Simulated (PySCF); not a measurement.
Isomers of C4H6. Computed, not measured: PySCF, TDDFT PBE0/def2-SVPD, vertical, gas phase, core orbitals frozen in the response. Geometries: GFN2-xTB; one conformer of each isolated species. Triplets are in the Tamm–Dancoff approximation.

A. 1-methylcyclopropene (`CC1=CC1`)
B. 2-butyne (`CC#CC`)
C. 1-butyne (`C#CCC`)

Lowest singlet levels (six at most, fewer where fewer were computed) with oscillator strengths:

1. 6.48 eV (f 0.127); 6.54 eV (f 0.000); 6.66 eV (f 0.002); 7.31 eV (f 0.016); 7.40 eV (f 0.012); 7.69 eV (f 0.002); T1 4.12 eV
2. 6.74 eV (f 0.000); 6.99 eV (f 0.011); 7.01 eV (f 0.000); 7.44 eV (f 0.023); 7.45 eV (f 0.042); 8.32 eV (f 0.059); T1 5.46 eV
3. 6.69 eV (f 0.007 summed over 2 states); 6.74 eV (f 0.000); 7.01 eV (f 0.000 summed over 2 states); 7.34 eV (f 0.000 summed over 2 states) [of 8 roots; the last level is left out, as the window may have cut its degenerate partner]; T1 5.50 eV

Problem. Which spectrum belongs to which structure?

Solution. 1 = A, 2 = C, 3 = B.
- A: S1 at 6.48 eV, HOMO→LUMO (95%); Löwdin shares by element: HOMO carbon 76% or more, hydrogen 7% or more (atoms not listed hold the other 17%); LUMO carbon 76% or more, hydrogen 9% or more; HOMO -6.83 and LUMO 0.46 eV; point group Cs, 1 of its 6 listed states under f = 0.0005.
- B: S1 at 6.69 eV, HOMO-1/HOMO→LUMO (≥94%); Löwdin shares by element: HOMO (one of a set within 0.03 eV) carbon 90%; LUMO carbon 71% (atoms not listed hold the other 29%); HOMO -7.14 and LUMO 0.79 eV.
- C: S1 at 6.74 eV, HOMO→LUMO (37%), HOMO-1→LUMO+1 (27%), HOMO→LUMO+2 (24%); Löwdin shares by element: HOMO (one of a set within 0.03 eV) carbon 89% or more, hydrogen 4% or more; LUMO carbon 63% (atoms not listed hold the other 37%); HOMO -7.72 and LUMO 0.67 eV; point group Cs, 2 of its 6 listed states under f = 0.0005.
B and C have S1 within 0.05 eV of each other; their strongest listed levels stand at 6.69 eV (f 0.007) and 8.32 eV (f 0.059).

A slash joins orbitals within 0.01 eV of each other, whose weights are summed (≥ marks a lower bound).
